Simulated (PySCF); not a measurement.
# SiCl2 (SMILES Cl[Si]Cl) at MP2/STO-6G

Aim: the energy change on altering one bond length of SiCl2 at MP2/STO-6G, from 2 runs. Input form: a Python script.

The results are computed with PySCF 2.14.0.

12 further runs of the same task are left out: 4 that didn't finish, 8 set aside as unsound or not needed.

## (1) Starting point

SiCl2 has 3 atoms, charge 0, and is taken as a singlet. SMILES: `Cl[Si]Cl`. The shape is that of a PBE0-D4/def2-TZVP optimisation.

Bond lengths: Cl1–Si2 2.077 Å, Si2–Cl3 2.077 Å. Angles: Cl1–Si2–Cl3 101.3°.

## (2) The energy at MP2/STO-6G

The input, job.py:

```python
from pyscf import gto, scf, mp

system = gto.M(
    atom='''
Cl     0.293800     1.603800     0.338000
Si    -0.770100    -0.010400    -0.422000
Cl     0.476300    -1.593400     0.084000
''',
    spin=0,
    basis='sto-6g',
    verbose=3,
    max_memory=1860,
)

mf = scf.RHF(system)
mf.conv_tol = 1e-10
mf.kernel()
if not mf.converged:
    mf = mf.newton().run(mf.mo_coeff, mf.mo_occ)

pt = mp.MP2(mf, frozen=15).run()
e_tot = pt.e_tot
print(f'total energy: {e_tot:.8f} hartree')
```

Launch:

```console
$ OMP_NUM_THREADS=1 python job.py
```

The program printed:

```text
converged SCF energy = -1203.94036267243
E(RMP2) = -1203.97834669187  E_corr = -0.0379840194384545
E(SCS-RMP2) = -1203.98110286917  E_corr = -0.0407401967378982
total energy: -1203.97834669 hartree
```

Run time: 0.96 s. Hardware: 1 thread of Arm Neoverse V2, shared host; peak memory 0.12 GiB.

## (3) The distorted shape at the same level

The input, job.py:

```python
from pyscf import gto, scf, mp

mol = gto.M(
    atom=[
    ('Cl', (-0.703348, 2.870235, -0.066811)),
    ('Si', (-1.767248, 1.256035, -0.826811)),
    ('Cl', (0.476300, -1.593400, 0.084000)),
],
    max_memory=1860,
    charge=0,
    verbose=3,
    spin=0,
    basis='sto-6g',
)

calc0 = scf.RHF(mol)
calc0.conv_tol = 1e-10
calc0.kernel()
if not calc0.converged:
    calc0 = calc0.newton().run(calc0.mo_coeff, calc0.mo_occ)

pt = mp.MP2(calc0, frozen=15).run()
e_final = pt.e_tot
print('E = %.10f Eh' % e_final)
```

Launch:

```console
$ OMP_NUM_THREADS=1 python job.py
```

The program printed:

```text
converged SCF energy = -1203.74248122635
E(RMP2) = -1203.80368143627  E_corr = -0.0612002099264643
E(SCS-RMP2) = -1203.81052695219  E_corr = -0.0680457258483966
E = -1203.8036814363 Eh
```

Wall time 0.9 s (1 thread of Arm Neoverse V2, shared host); peak memory 0.11 GiB.

## (4) Results

Level: MP2/STO-6G, 15 core orbitals frozen.

```
                                                           quantity           value
                                          first shape: total energy  -1203.97835 Eh
                  first shape: dipole moment (Hartree–Fock density)          3.17 D
                   first shape: HOMO energy (Hartree–Fock orbitals)        -8.42 eV
                   first shape: LUMO energy (Hartree–Fock orbitals)         3.68 eV
                 first shape: HOMO–LUMO gap (Hartree–Fock orbitals)        12.11 eV
          first shape: correlation energy (15 core orbitals frozen)       -38.0 mEh
                                      distorted shape: total energy  -1203.80368 Eh
              distorted shape: dipole moment (Hartree–Fock density)         11.76 D
               distorted shape: HOMO energy (Hartree–Fock orbitals)        -4.65 eV
               distorted shape: LUMO energy (Hartree–Fock orbitals)         0.67 eV
             distorted shape: HOMO–LUMO gap (Hartree–Fock orbitals)         5.32 eV
      distorted shape: correlation energy (15 core orbitals frozen)       -61.2 mEh
energy change with the Si2–Cl3 bond stretched from 2.077 to 3.739 Å        4.753 eV
```

In words: One bond (distorted shape) is far stretched, which a spin-restricted single reference describes badly; perturbation theory on it can break down and give far too much correlation. With the Si2–Cl3 bond stretched from 2.077 to 3.739 Å the energy rises by 4.75 eV (459 kJ/mol). The first shape isn't relaxed at this level, so the change isn't measured from a minimum. A restricted reference can't describe the breaking bond well at this length. The minimal basis adds a large error of its own. Mulliken charges (first shape) of the mean-field density run from -0.40 on Cl1 to +0.81 on Si2; they depend strongly on the basis.
